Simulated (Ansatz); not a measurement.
Mulliken charges of C$_{2}$H$_{4}$ClN, SMILES `CC(=N)Cl` from r2SCAN/def2-TZVPP in Ansatz (PBE0-D4/def2-TZVP geometry).

| atom | x (Å) | y (Å) | z (Å) | charge (e) |
| --- | --- | --- | --- | --- |
| C1 | 0.233 | 0.960 | -0.015 | -0.088 |
| C2 | -0.121 | -0.484 | -0.030 | 0.120 |
| N3 | 0.342 | -1.334 | 0.756 | -0.275 |
| Cl4 | -1.291 | -0.885 | -1.304 | -0.150 |
| H5 | 0.947 | 1.145 | 0.785 | 0.079 |
| H6 | -0.664 | 1.563 | 0.136 | 0.070 |
| H7 | 0.663 | 1.249 | -0.976 | 0.070 |
| H8 | -0.017 | -2.271 | 0.592 | 0.174 |

Task: By hand: the dipole of these point charges (1 e Å = 4.8032 D).

Result: Σ q r = (0.136, 0.249, 0.092) e Å, of length 0.298 e Å = 1.43 D.

Task: How does the dipole of the full density compare? (Best estimate.)

Result: Ansatz gave: (0.004, 0.184, -0.047) e Å, 0.91 D; the point charges give 1.57 times that, at 42° from its direction.

Point charges leave out the atoms' own dipoles, such as those of lone pairs, and Mulliken's split depends on the basis, so the two needn't agree.
